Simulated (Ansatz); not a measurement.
# [Br···H···NH], triplet: the ladder up to UCCSDT(Q)

Geometry: a point of a hydrogen-transfer path between rigid fragments, not a stationary point.

```xyz
4

Br   -1.9128    0.2511    0.0000
H    -0.2188    0.2511    0.0000
N     0.9312    0.2511    0.0000
H     1.2003   -0.7532    0.0000
```

Basis cc-pVTZ; Ansatz 0.2.0. Correlated methods freeze the noble-gas cores and the filled d shells of p-block atoms, which leaves 14 electrons in 86 orbitals. R marks a restricted (for open shells ROHF) determinant, U an unrestricted one. Active spaces: pair = (4e, 4o) about the gap; valence = (14e, 10o) chosen from the atoms' valence shells. No spin–orbit coupling is included, and no scalar relativity.

Full CI isn't at hand for all of this; UCCSDT(Q) serves as the reference, and is uncertain by about the last step of the cluster series. The frozen core follows each run's orbitals, which can shift R against U totals by a few meV for light atoms and by up to 0.1 eV past Ca.

The UHF ⟨S²⟩ is 2.061. The T1 diagnostic (RCCSD) is 0.0262. The largest doubles amplitude (RCCSD) is 0.046. The T1 diagnostic (UCCSD) is 0.0180.

| level | E − E(UCCSDT(Q)) (kJ/mol) | share of correlation (%) | wall time |
| --- | --- | --- | --- |
| UHF | 1013.5 | 4.58 | – |
| UMP2 | 136.4 | 87.16 | – |
| UCCSD | 40.5 | 96.19 | – |
| UCCSD(T) | 4.9 | 99.54 | 15 s (H100) |
| UCCSDT | 1.7 | 99.84 | – |

The correlation energy at UCCSDT(Q), counted from RHF, is -11.009 eV. That run took 48 s on 2 threads of AMD EPYC 7R13 with a shared H100 80 GB, shared host.

Run but not shown, since their state or frozen core can't be matched to the reference's or they repeat it: RHF, RMP2, RCCSD, RCCSD(T), BCCD(T), RCCSDT, RCCSDT(Q), CASSCF (pair space), NEVPT2 (pair space), CASSCF (valence space), NEVPT2 (valence space).

Times hold each run's SCF and search for its determinant on a shared host, so for small cases they say little of a method's own cost.

Natural occupations of CASSCF (valence space) about the gap: 1.993 1.973 1.962 1.004 1.001 0.040 0.028; effectively unpaired electrons, Σ n²(2−n)², 2.02.
